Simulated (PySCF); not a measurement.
The isolated species 1,3-difluoropropane, `C(F)CCF` is ionised with Mg Kα (hν = 1253.6 eV). Calculated photoelectron kinetic energies of its computed core levels, recoil neglected:

```json
{"line": "1", "kinetic energy (eV)": "962.25"}
{"line": "2", "kinetic energy (eV)": "960.34"}
{"line": "3", "kinetic energy (eV)": "561.04"}
```

Computed, not measured: PySCF 2.14.0, delta-SCF UKS SCAN, pcX-2 on the ionised atom, pcseg-1 elsewhere, spin-free X2C.

Task: Convert to binding energies and name the level and atom behind each line. Numbering: `[F:1][CH2:2][CH2:3][CH2:4][F:5]`.

Result: Against the vacuum level, binding energy = hν − kinetic energy.

```csv
line,binding energy (eV),level,atoms,environment
1,291.35,C 1s,C3,chain CH2 carbon
2,293.26,C 1s,C2/C4,sp3 C–F carbon
3,692.56,F 1s,F1/F5,alkyl fluorine
```

Task: Where does line 3 move with hν = 1486.6 eV?

Result: To 1486.6 − 692.56 = 794.04 eV; every photoline shifts by the change in photon energy, +233.0 eV.

The listed C 1s values span 1.91 eV, from C3 (bonded to 2 C and 2 H) to C2/C4 (bonded to F, C and 2 H).

Task: Express the binding energy of C 1s of C3 in atomic units and per mole.

Result: 291.35 eV = 10.7069 Eh = 28111 kJ/mol.

Other core shells, valence and Auger electrons aren't listed. The first atom of each set that the bonding makes equivalent was ionised and stands for the set. Isolated species at its PBE0-D3(BJ)/def2-SVP geometry (one conformer only).

The values belong to the conformer `[F:1][CH2:2][CH2:3][CH2:4][F:5]`: F1–C2–C3–C4 61°, C2–C3–C4–F5 62°.
